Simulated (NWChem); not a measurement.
Na anion

Program: NWChem. Pople sets run with spherical d functions. The highest occupied level is positive in some or all of these runs, so the extra electron may be held by the finite basis. B3LYP is NWChem's, with the RPA form of VWN correlation. Total energies of different functionals are on different scales.

```json
[
 {"level": "B3LYP/6-31+G*", "energy (Ha)": "-162.3018", "highest occupied level (eV)": "0.57", "orbital gap (eV)": "1.20"},
 {"level": "PBE/6-31+G*", "energy (Ha)": "-162.1695", "highest occupied level (eV)": "0.85", "orbital gap (eV)": "0.79"},
 {"level": "CAM-B3LYP/6-31+G*", "energy (Ha)": "-162.2751", "highest occupied level (eV)": "-0.10", "orbital gap (eV)": "2.21"},
 {"level": "N12/6-31+G*", "energy (Ha)": "-162.2572", "highest occupied level (eV)": "1.04", "orbital gap (eV)": "0.80"},
 {"level": "BLYP/6-31+G*", "energy (Ha)": "-162.2848", "highest occupied level (eV)": "1.00", "orbital gap (eV)": "0.71"},
 {"level": "TPSSh/6-31+G*", "energy (Ha)": "-162.2909", "highest occupied level (eV)": "0.66", "orbital gap (eV)": "1.09"}
]
```
